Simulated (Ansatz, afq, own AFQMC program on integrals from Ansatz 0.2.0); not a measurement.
AFQMC on a folder of integrals that Ansatz 0.2.0 wrote.

```yaml
crystal:
  periodic: [false, false, false]
  atoms:
    - {symbol: C, position_ang: [0.000000, 0.000000, 0.000000]}
    - {symbol: H, position_ang: [0.000000, 0.000000, -2.586215]}
    - {symbol: H, position_ang: [0.000000, 0.000000, 2.586215]}
basis:
  gaussian: {orbitals: cc-pVDZ}
total_charge: 1
magnetization: {spin_polarized: false, initial_magnetization: 1}
correlation: {method: ccsd_t, electrons: outside_noble_gas, hamiltonian_folder: ham}
```

```sh
$ ansatz run in.yaml --threads 1 --pin off --events-out ev --progress --plain --max-ram 24576MiB --backend cuda --devices 0, --max-vram 18GiB
```

Options of the walk:

```
--method phaseless --trial cisd --walkers 4000 --populations 20 --least-time 60 --time-step 0.005 --steps-per-block 50 --equilibration-blocks 40 --max-blocks 4000 --target-error 0.00027 --factor-cut 1e-05 --start spin_pure --seed 7248 --release-times 0.24,0.51,0.99,1.62,2.4 --release-step 0.03 --release-every 3 --taylor-order 6
```

Times are imaginary, in 1/Eh. The walk had a cap of 122 s. With eight or more populations the least sampling time is a fifth of least-time, and the error comes from their spread.

Output of the walk:

```
orbitals 23  electrons 3 2  factors 127 of 217
reference energy -38.19812626 Eh
CCSD correlation -0.16772006 Eh in 24 cycles, weight of the determinant in the CISD state 0.5767
energy of the start -38.365824 Eh
 block  time / (1/Eh)  mean weight  energy / Eh
     1     0.250  1.0000  -38.364054
     2     0.500  0.9998  -38.363738
     3     0.750  0.9998  -38.364077
     4     1.000  0.9999  -38.364837
     5     1.250  0.9998  -38.365545
    10     2.500  0.9999  -38.366152
    19     4.750  0.9998  -38.367630
    29     7.250  1.0002  -38.367737
    33     8.250  1.0001  -38.368505
    39     9.750  1.0000  -38.367756
    49    12.250  1.0000  -38.366724
    59    14.750  1.0003  -38.367570
    69    17.250  0.9998  -38.367464
    77    19.250  1.0005  -38.364371
    79    19.750  0.9998  -38.367110
    89    22.250  1.0000  -38.367966
error from the spread of 20 populations
released: time / (1/Eh)  energy / Eh  error  mean overlap
  0.24  -38.367562  0.000255  0.9983
  0.51  -38.368079  0.000300  0.9992
  0.99  -38.368553  0.000312  1.0022
  1.62  -38.370087  0.000388  1.0023
  2.40  -38.370109  0.000707  1.0006
energy -38.366742 +/- 0.000237 Eh
(rows thinned)
```

The run passed its tests (sampling time, drift between the halves within three errors, error under three times the target), which doesn't prove that it has relaxed. The second half of the sampling lies above the first by 2.6 errors of their difference, so the energy may still be moving and its error bar be too small.

Against this walk (error 6.4 meV) on the same determinant: CCSD(T) 183.0 meV lower, CCSDT(Q) 187.2 meV lower, CCSDTQ 177.6 meV lower, full CI 189.0 meV lower. The error is statistical and leaves out the bias of the constraint. The released energies are still falling (meV from the phaseless value at times in 1/Eh: -22 ± 7 at 0.24, -36 ± 8 at 0.51, -49 ± 8 at 0.99, -91 ± 11 at 1.62, -92 ± 19 at 2.40), so they give no level; they do show a bias of the constraint, and the last of them that isn't too noisy lies 98 meV above full CI. Full CI is exact here, so the walk's 189 meV above it is the walk's own error: the bias of the constraint with this trial, or a walk that hasn't relaxed. The determinant is a poor start (see the cautions), so the low cluster orders aren't to be relied on, and full CI is the sure value.

Cautions: constraint bias not in the error; a spin-contaminated unrestricted determinant lies lower (UHF 2.76 eV lower, ⟨S²⟩ 1.76); strong correlation (T1 0.177, weight of the determinant 0.58, largest double 0.38); the CCSD(T) amplitudes may be one of several solutions (largest double 0.38); the CCSDT(Q) amplitudes may be one of several solutions (largest double 0.46); the CCSDTQ amplitudes may be one of several solutions (largest double 0.46); the next higher spin lies close (full CI puts it 46 meV above).

The walk took 27 s on 1 × NVIDIA H100 80GB HBM3 with 2 threads of AMD EPYC 7R13 Processor (Zen 3), with other jobs on the host (the card was shared). The log's last line is the phaseless energy.

CCSDT and higher add their correlation energy to the determinant of the CCSD(T) run, since their own runs factorise the integrals more tightly (a shift of under 2 meV).
